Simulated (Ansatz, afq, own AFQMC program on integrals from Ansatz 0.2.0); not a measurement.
GaBN, doublet: AFQMC among the cluster methods

```yaml
atoms:
  - { symbol: B, position_ang: [0.0000, 0.0000, -1.4672] }
  - { symbol: N, position_ang: [0.0000, 0.0000, -0.2052] }
  - { symbol: Ga, position_ang: [0.0000, 0.0000, 1.6724] }
```

Connectivity, by distances: B–N–Ga.

Basis cc-pVDZ. Only valence electrons are correlated. Ansatz 0.2.0 and our own AFQMC program on the same integrals; the CISD trial comes from CCSD amplitudes, and released means the phaseless constraint is let go. Free projection: walkers drawn from exp(T), propagated without any constraint. Its projection time is finite, and what remains of the start isn't in its error. Error bars are statistical, one sigma. No spin–orbit coupling.

Determinant: UHF, the one that the program's search chose, which needn't be the lowest solution. The geometry is a PBE0/def2-TZVP stationary point of this or a neighbouring charge and spin state.

No full CI on the walks' own integrals is used here; CCSDT(Q) serves as the reference and is uncertain by about the last step of the cluster series.

Cautions: no relativity below Rb; no spin-orbit coupling; inner d shell frozen; unrestricted determinant slightly spin contaminated (⟨S²⟩ 0.83 against 0.75).

- T1 diagnostic: 0.0303
- weight of the determinant in the CISD state: 0.846
- ⟨S²⟩ of the determinant: 0.827
- size of the correlated space: 11 electrons in 39 orbitals

```tsv
level	correlation energy (eV)
MP2	-6.9227
CCSD	-7.4307
CCSD(T)	-7.7673
```

Estimate where AFQMC with the constraint released lies against CCSD(T) on the same integrals.

2.17 ± 1.43 mEh below CCSD(T). The gap is under twice the noise, so this walk alone can't tell the two apart.

Reference: CCSDT(Q), correlation energy -7.834 eV. The released energy is read at 2.40 1/Eh (meV from the phaseless value at times in 1/Eh: -27 ± 21 at 0.24, -46 ± 25 at 0.51, -65 ± 25 at 0.99, -94 ± 25 at 1.62, -57 ± 39 at 2.40).

```
         level  E − E(reference) (mEh)  share of correlation (%)
       CCSD(T)                    2.45                     99.15
         CCSDT                    1.35                     99.53
   ph-AFQMC/HF             3.45 ± 2.00                     98.80
 ph-AFQMC/CISD             2.38 ± 0.78                     99.17
released AFQMC             0.28 ± 1.43                     99.90
    free AFQMC             1.28 ± 1.19                     99.56
```

Free projections are given only where their last times agree within the noise and don't stop above the reference; a slow remainder of the start can still hide under it. A walk keeps the symmetry of its determinant, which the program's search chose and which needn't be the lowest solution, so a lower state of the same spin and another symmetry isn't excluded. Released energies are given only where the last usable release times agree within the noise; a slower fall can still hide under it.
